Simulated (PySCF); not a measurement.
HN, SMILES [NH], multiplicity 3. The structure is a stationary point at PBE-D3(BJ)/def2-TZVPD.

The numbers are results of PBE-D3(BJ)/def2-TZVPD (PySCF), not measurements.

Harmonic wavenumbers (cm⁻¹): 3168. Rotational constants (GHz): 486.3 (linear); symmetry number 1.

Work out the zero-point energy and the ideal-gas rigid-rotor harmonic-oscillator thermochemistry at 298.15 K and 1 atm.

ZPE = ½ Σ hcν = ½ × 3168 cm⁻¹ = 18.95 kJ/mol. H − E(el) = 27.62 kJ/mol. Entropy in J/(mol K): translation 142.53, rotation 29.50, vibration 0.00, spin 9.13, total 181.16. G − E(el) = -26.39 kJ/mol. Cp = 29.10 J/(mol K).
